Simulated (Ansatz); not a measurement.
**Reading a saddle point**

A first-order saddle point of SiNH₇S, singlet, PBE0-D4/def2-TZVP, with one imaginary mode of 239i cm⁻¹:

| atom | x (Å) | y (Å) | z (Å) |
| --- | --- | --- | --- |
| Si1 | -0.9587 | 0.4438 | 0.0087 |
| N2 | 0.1333 | -1.0046 | 0.4086 |
| H3 | -0.9283 | 0.7833 | -1.4235 |
| H4 | -2.2784 | -0.2472 | 0.2197 |
| H5 | -0.8870 | 1.4709 | 1.0602 |
| H6 | 1.0967 | -0.4311 | 0.2856 |
| S7 | 1.7915 | 1.2404 | -0.1813 |
| H8 | -0.0007 | -1.3775 | 1.3448 |
| H9 | 0.0562 | -1.7682 | -0.2578 |
| H10 | 1.9755 | 0.8902 | -1.4649 |

Program: Ansatz 0.2.0. Basis: def2-TZVPP and def2-QZVPP. Cores are frozen in the correlated methods. Extrapolation: Hartree–Fock as exp(−7.88 √X), correlation as X^−2.97.

(1) Which contacts change along the imaginary mode, and what lies on either side? (A judgement: the text doesn't fix the answer.)

(2) Which side is lower, and how far does the saddle lie above each? (Judge from chemistry; the value comes from the calculation.)

No T1 diagnostic of these runs exceeds 0.011.

Results:

(1) Computed: The step is SiNH₅ ([NH2][SiH3]) + H₂S → SiH₄S ([SiH3][SH]) + NH₃, with the molecules in contact on both sides. Shortening one way: Si1–S7, N2–H6; lengthening the same way: Si1–N2, H6–S7.
```csv
pair,one side (Å),saddle (Å),other side (Å)
Si1–S7,4.24,2.87,2.14
N2–H6,2.21,1.13,1.01
Si1–N2,1.73,1.86,2.84
H6–S7,1.35,1.87,3.19
```

(2) The calculation gives: The side with Si1–S7, N2–H6 short is lower by 18.0 kJ/mol; the saddle lies 108.9 kJ/mol above it and 90.9 kJ/mol above the other (CCSD(T) at an estimated basis limit (MP2 extrapolated from triple and quadruple zeta, plus CCSD(T) − MP2 in triple zeta); electronic energies).

Labels in which every atom is bracketed show which atoms are joined, not bond orders.

For scale, one of the runs: CCSD(T)/def2-TZVPP, 213 basis functions, launched by `ansatz run in.yaml --threads 4 --pin off --events-out ev --progress --plain --max-ram 9574MiB`. Hardware: 4 CPU threads of an Arm Neoverse V1, shared host. Wall time 39 s; peak host memory 2.8 GiB.
